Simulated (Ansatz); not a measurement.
Relaxation of BCl₂H₂ (5 atoms, charge 0, multiplicity 2), to a largest force component of 0.03 eV/Å in at most 50 steps.

Method: UKS PBE-D4/def2-SVP in Ansatz 0.2.0.

```xyz
5
Properties=species:S:1:pos:R:3
B 0.077 0.000 -0.343
H 0.000 0.000 2.036
Cl 1.568 0.000 -1.183
H -1.017 0.000 -0.866
Cl -0.048 0.000 3.382
```

Q: Where does it end, and by what steps?

A: The forces met the threshold. After 10 steps the energy has fallen by 0.333 eV; H2 moved furthest, 0.70 Å. Joined: B1–H2.

```csv
step,energy less start (eV),largest force component (eV/Å),accepted
0,0.0000,0.754,yes
1,-0.0810,0.339,yes
2,-0.1428,1.163,yes
3,-0.1439,2.182,yes
4,-0.2346,1.016,yes
5,-0.2957,0.510,yes
6,-0.3267,0.330,yes
7,-0.3320,0.100,yes
8,-0.3331,0.049,yes
9,-0.3331,0.078,yes
10,-0.3332,0.016,yes
```

```xyz
5
Properties=species:S:1:pos:R:3
B 0.023 -0.002 0.018
H 0.032 0.000 1.342
Cl 1.545 0.001 -0.775
H -1.045 0.001 -0.554
Cl 0.025 0.000 2.995
```

Whether the end is a true minimum wasn't checked by a vibrational analysis.

The run took 19 s on 1 thread of Arm Neoverse V2, on a shared host, peak memory 0.11 GiB.
